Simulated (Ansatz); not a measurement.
**Relative stability**

The two ends of one reaction step of CH₈Si₂, singlet (PBE0-D4/def2-TZVP).

A:

```tsv
atom	x (Å)	y (Å)	z (Å)
Si1	-0.2252	0.4299	-0.7117
C2	1.6180	0.5178	-0.3695
H3	-0.4713	-0.1864	-2.0466
H4	-0.8090	1.8012	-0.7391
Si5	-1.3423	-0.8296	0.9145
H6	2.1250	1.1086	-1.1356
H7	2.0590	-0.4813	-0.3622
H8	1.8104	0.9809	0.6007
H9	-2.8028	-0.8910	0.6347
H10	-0.8132	-2.2215	0.9512
H11	-1.1484	-0.2288	2.2637
```

B:

| atom | x (Å) | y (Å) | z (Å) |
| --- | --- | --- | --- |
| Si1 | -0.7453 | 1.3835 | 0.4867 |
| C2 | 1.6301 | 0.4766 | -0.5308 |
| H3 | 0.6613 | 0.7568 | -0.9887 |
| H4 | -1.3145 | 1.3750 | -0.9318 |
| Si5 | -1.3714 | -0.9026 | 0.7319 |
| H6 | 1.8860 | -0.4905 | -0.9635 |
| H7 | 1.6023 | 0.3810 | 0.5554 |
| H8 | 2.3554 | 1.2402 | -0.8040 |
| H9 | -2.8447 | -0.8833 | 0.9854 |
| H10 | -1.1258 | -1.7789 | -0.4502 |
| H11 | -0.7331 | -1.5579 | 1.9097 |

Ansatz 0.2.0; basis: def2-TZVPP; cores frozen in the correlated methods. B3LYP uses VWN-RPA correlation.

(1) Which structure is lower at CCSD(T), and by how much? (Judge from chemistry; the value comes from the calculation.)

The T1 diagnostic stays at or below 0.014. The restricted Hartree–Fock reference is unstable towards an unrestricted one at one or more of these structures.

Answers

(1) By the calculation: A, by 49.24 kcal/mol (electronic energy, against the other). By their contacts, A is CH₈Si₂ ([CH3][SiH2][SiH3]) and B is a complex of Si₂H₄ ([SiH][SiH3]) + CH₄.

All methods give the same order:

```csv
method,E(B) − E(A) (kcal/mol)
SPW92,48.52
PBE-D4,46.73
BLYP-D4,44.87
r2SCAN-D4,51.77
B97M-V,48.18
PBE0-D4,49.95
B3LYP-D4,47.88
r2SCAN0-D4,52.89
BHLYP-D4,51.12
CAM-B3LYP-D4,50.65
wB97X-V,52.40
wB97M-V,47.96
B2PLYP,50.13
PBE-QIDH,53.03
RPA on PBE,47.48
HF,53.45
MP2,52.46
CCSD,49.74
CCSD(T),49.24
```

Labels in which every atom is bracketed show which atoms are joined, not bond orders.

For scale, one of the runs: CCSD(T)/def2-TZVPP, 227 basis functions, launched by `ansatz run in.yaml --threads 4 --pin off --events-out ev --progress --plain --max-ram 9574MiB`. Time: 73 s of wall clock on 4 CPU threads of an AMD EPYC; the host was shared. Peak host memory: 3.5 GiB.
